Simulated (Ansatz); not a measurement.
## Ansatz (development build ahead of 0.2.0) run

```yaml
crystal:
  periodic: [false, false, false]
  atoms:
    - { symbol: O, position_ang: [0.0, 0.0, 0.0] }
    - { symbol: H, position_ang: [0.0, 0.0, 4.0] }
basis:
  gaussian: { orbitals: pcseg-2 }
magnetization:
  initial_magnetization: 1
hamiltonian:
  xc: pbe0
```

The input is written out in the form of the current development build from the run's settings.

Results

| Item | Value |
| --- | --- |
| Converged | yes |
| Total energy | -75.40898 hartree |
| Spin squared of the determinant | 0.750 |
| Stability test | minimum among restricted orbitals |

Caution: stretched shape with no unrestricted run beside it, a lower state can exist; charge can spread falsely over distant fragments.
